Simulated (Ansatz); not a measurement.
A structure relaxed at PBE0-D4/def2-TZVP in Ansatz, charge 0, singlet:

```
atom   x (Å)   y (Å)   z (Å)
 Na1  -0.591  -0.079   1.873
 Na2   1.308  -1.302  -0.673
 Na3  -0.717   1.382  -1.200
  H4   0.780  -1.502   1.305
  H5   0.637   0.081  -2.039
  H6  -1.417   1.420   0.733
```

**Question.** Give its formula and point group.

**Answer.** Na₃H₃ (the lowest singlet isomer of a short search). Point group D3h (tolerance 0.1 Å).

**Question.** Summarise the bond lengths by kind (pairs closer than 1.2 times the sum of covalent radii, bridged metal pairs left out).

**Answer.** 6 × H–Na 2.06 Å.

The structure comes from a short search, and lower isomers may exist.
